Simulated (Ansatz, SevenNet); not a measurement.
For CaB6-type CaB₆, the machine-learned potential SevenNet-0 (trained on PBE and PBE+U data) gives:

| Item | Value |
|---|---|
| lattice parameter a | 4.148 Å |
| elastic constant C11 | 270 GPa |
| elastic constant C44 | 31.0 GPa |
| polycrystal shear modulus | 49.2 GPa |

What does PBE0 in Ansatz (plane waves, PAW) give for the same quantities?


- lattice constant a: 4.135 Å (decreases by 0.3 %)
- elastic constant C11: 457 GPa (grows by 69 %)
- elastic constant C44: 44.3 GPa (increases by 43 %)
- Voigt–Reuss–Hill shear modulus: 91.2 GPa (increases by 85 %)

For comparison: lattice constant a 4.151 Å (measured, temperature not stated, not corrected to a static lattice; as tabulated in Singh (2010), arXiv:1009.1807).

Changes are worked out from the printed values.

Unless a cell is named, each level is at its own relaxed cell (SevenNet-0 10.19, PBE0 10.10 Å³/atom).

Ansatz's density-functional and Hartree–Fock values are scalar-relativistic unless marked +SOC, with PAW data made under PBE.

Ansatz is a first-principles code.
